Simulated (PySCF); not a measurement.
**Working out the ionisation energy of Ne**

Ne [Ne] (1S) → Ne⁺ [He] 2s2 2p5 (2P). All numbers are calculated (PySCF 2.14, the spin-free X2C one-electron Hamiltonian (Gaussian nucleus), in ANO-RCC-VTZP). Frozen: nothing. Energies in hartree (1 hartree = 27.21139 eV):

```json
{"part": "UHF", "Ne (lower)": "-128.683726", "Ne⁺ (upper)": "-127.961379"}
{"part": "CCSD correlation", "Ne (lower)": "-0.283364", "Ne⁺ (upper)": "-0.221778"}
{"part": "(T)", "Ne (lower)": "-0.004844", "Ne⁺ (upper)": "-0.002688"}
```

Question: What does Hartree-Fock give?

Answer: (-127.961379) − (-128.683726) = 0.722347 hartree = 19.656 eV.

Question: What do CCSD and CCSD(T) give?

Answer: The CCSD correlation energies differ by 0.061586 hartree = 1.676 eV and the triples by 0.002156 hartree = 0.059 eV, so CCSD gives 21.332 eV and CCSD(T) 21.391 eV.

Measured between the centres of the two terms (NIST): 21.597 eV, so CCSD(T) (valence and next inner shell) is off by -0.206 eV.

What remains against the reference includes basis incompleteness and higher excitations.
